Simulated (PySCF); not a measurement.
**CH2N2O, a complex of two parts: interaction energy**

What interaction energy should one expect for `C=O` with `N#N`?

Programs: PySCF 2.14.0. All values are calculated, for the isolated system unless a continuum is named. Atoms count from 0, parts from 1.

## (1) The system as given

6 atoms, charge 0, multiplicity 1; geometry: GFN2-xTB. Parts: 1 = atoms 0–3, `C=O`, charge 0; 2 = atoms 4–5, `N#N`, charge 0.

## (2) Relaxing the molecule at PBE0-D3(BJ)/def2-SVPD

What the job is given:

```
{"job": {"xc": "PBE0", "basis": "def2-SVPD", "d3": "d3bj", "grid": 2, "kind": "geom"}, "charge": 0, "multiplicity": 1, "parts": [{"atoms": "0-3", "charge": 0, "multiplicity": 1}, {"atoms": "4-5", "charge": 0, "multiplicity": 1}]}
C      0.044975     0.074094    -0.081733
O      0.929537    -0.530859    -0.610544
H     -0.899273    -0.401019     0.231885
H      0.118169     1.146642     0.162713
N     -0.971271     0.557945    -3.199916
N     -1.154962     0.752262    -2.134912
```

Command:

```
> OMP_NUM_THREADS=1 python cluster_run.py task.json out
```

The driver reads the jobs from task.json and runs them one after another.

**Question.** The jobs that follow are: CCSD(T)/aug-cc-pVDZ and MP2/aug-cc-pVTZ counterpoise interaction energy, frozen core, gas phase. Predict: point group; rotational constants (main isotopes); interaction energy, CCSD(T) limit estimate; MP2/aug-cc-pVTZ; T1 diagnostic.

The runs gave:

| quantity | value |
| --- | --- |
| point group | Cs |
| rotational constants (main isotopes) | 29.16, 2.44, 2.29 GHz |
| interaction energy, CCSD(T) limit estimate | -0.71 kcal/mol |
| MP2/aug-cc-pVTZ | -0.82 kcal/mol |
| T1 diagnostic | 0.0150 |

**Reading.** Over 11 steps the energy fell by 0.147 eV; of the close pairs, C0–H3 changed most, 1.102 to 1.116 Å. The estimate adds CCSD(T) less MP2 in the small basis (+0.15 kcal/mol) to extrapolated MP2. Hartree-Fock gives 0.23 against -0.71 kcal/mol, so correlation carries all of the binding.
